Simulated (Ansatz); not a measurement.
```yaml
crystal:
  periodic: [false, false, false]
  atoms:
    - {symbol: Hf, position_ang: [-0.387747, 0.002231, 0.002171]}
    - {symbol: Si, position_ang: [2.193953, -0.012622, -0.012285]}
    - {symbol: H, position_ang: [2.501925, -1.478388, -0.008531]}
    - {symbol: H, position_ang: [2.521638, 0.722275, 1.250995]}
    - {symbol: H, position_ang: [2.507385, 0.712786, -1.284635]}
basis:
  gaussian: {orbitals: def2-TZVP}
total_charge: 1
hamiltonian: {xc: pbe0}
relax: {f_tol: 0.004, max_steps: 80}
```

```sh
$ ansatz run in.yaml --threads 1 --pin off --events-out ev --progress --plain --max-ram 2176MiB
```

Steps of the relaxation (energy above the last step; positions in Å, forces in eV/Å):

```
5
step 1, 50.0 meV
Hf   -0.388    0.002    0.002   -0.655    0.004    0.004
Si    2.194   -0.013   -0.012    0.284   -0.002   -0.002
H     2.502   -1.478   -0.009    0.125    0.209   -0.001
H     2.522    0.722    1.251    0.122   -0.106   -0.182
H     2.507    0.713   -1.285    0.124   -0.105    0.181
```

```
5
step 2, 3.5 meV
Hf   -0.527    0.003    0.003    0.158   -0.001   -0.001
Si    2.153   -0.012   -0.012    0.033    0.000    0.000
H     2.562   -1.449   -0.009   -0.063    0.095    0.000
H     2.581    0.707    1.225   -0.064   -0.047   -0.081
H     2.567    0.698   -1.259   -0.064   -0.046    0.082
```

```
5
step 3, 0.1 meV
Hf   -0.502    0.003    0.003    0.014    0.000    0.000
Si    2.160   -0.012   -0.012    0.016    0.000    0.000
H     2.551   -1.449   -0.009   -0.010    0.031    0.000
H     2.571    0.707    1.225   -0.010   -0.016   -0.027
H     2.557    0.698   -1.259   -0.010   -0.015    0.027
```

```
5
step 4, 0.0 meV
Hf   -0.500    0.003    0.003   -0.001    0.000    0.000
Si    2.160   -0.012   -0.012    0.004    0.000    0.000
H     2.551   -1.448   -0.009   -0.001    0.002    0.000
H     2.570    0.706    1.224   -0.001   -0.001   -0.002
H     2.556    0.697   -1.258   -0.001   -0.001    0.002
```

Close pairs at the end: Si2–H4 1.487 Å, Si2–H5 1.487 Å, Si2–H3 1.487 Å, Hf1–Si2 2.660 Å.

A stationary point of restricted PBE0 after 4 steps (its stability towards spin polarisation wasn't tested); no frequencies were run, so it isn't proven a minimum. 16 s on 1 thread of Arm Neoverse V2, shared host.
